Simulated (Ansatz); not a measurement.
# SiH₂ (singlet): from Hartree-Fock to the top rungs, 6-31G

An exercise on one series of results from a longer session: the logs are not shown, and one member is left open.

Method: 6-31G, core rule «outside noble gas», up to 5 orbitals frozen; program: Ansatz 0.2.0, Gaussian basis.

To be run: UHF; CCSD(T) on RHF; CCSD(T) on UHF; BCCD(T) on RHF; CISD; CCSDT(Q) on RHF; CCSDT(Q) on UHF; CISDTQ; CCSDTQ on RHF; CCSDTQ on UHF; CASSCF and MRCISD+Q, 6 electrons in 6 orbitals; CASSCF and NEVPT2, 6 electrons in 6 orbitals; Full CI.

49 further runs of the same task are left out: 49 set aside as unsound or not needed.

**What is computed**

The geometry is an MP2(full)/6-31G* stationary point (not a proven minimum).

3 atoms, charge 0, spin multiplicity 1.

Atoms are counted from 1 here; the program's logs count them from 0.

Bond lengths: Si1–H2 1.519 Å, Si1–H3 1.519 Å. Angles: H2–Si1–H3 92.5°.

Set-up of the first run:

in.yaml

```yaml
crystal:
  periodic: [false, false, false]
  atoms:
    - {symbol: Si, position_ang: [0.000000, 0.000000, 0.070330]}
    - {symbol: H, position_ang: [0.000000, 1.096938, -0.979847]}
    - {symbol: H, position_ang: [0.000000, -1.096938, -0.979847]}
basis:
  gaussian: {orbitals: 6-31G}
magnetization: {spin_polarized: true, initial_magnetization: 0}
hamiltonian: {xc: hf}
output: {orbitals: {seedname: orbitals}}
```

Run with:

```
$ ansatz run in.yaml --threads 1 --pin off --events-out ev --progress --plain --max-ram 2764MiB --backend cpu
```

Among the steps run: UHF; CCSD(T) on RHF; CCSD(T) on UHF; BCCD(T) on RHF; CISD; CCSDT(Q) on RHF; CCSDT(Q) on UHF; CISDTQ; CCSDTQ on RHF; CCSDTQ on UHF; CASSCF and MRCISD+Q, 6 electrons in 6 orbitals; CASSCF and NEVPT2, 6 electrons in 6 orbitals; Full CI.

One of the session's tables, all rows but one given; the rest of the session is left out.

| method | from FCI (meV) |
| --- | --- |
| RHF | ? |
| UHF | +1695.1 |
| RMP2 | +560.5 |
| CISD | +82.8 |
| RCCSD | +23.0 |
| RCCSD(T) | +7.9 |
| BCCD(T) | +7.7 |
| RCCSDT | +2.1 |
| CISDTQ | +1.2 |
| RCCSDT(Q) | +0.7 |
| RCCSDTQ | 0.0 |
| CASSCF valence | +485.8 |
| NEVPT2 valence | +156.6 |
| MRCISD valence | +15.2 |
| MRCISD+Q valence | +9.1 |
| FCI | 0 |

**Question.** Estimate the row for RHF.

As computed: from FCI (meV): +1744.5. In the column «from FCI (meV)» it is the highest.

Not comparable, so not listed: CCSD(T) on UHF; CCSDTQ on UHF (they don't share determinant, frozen orbitals or solution with the rows shown, or repeat one).
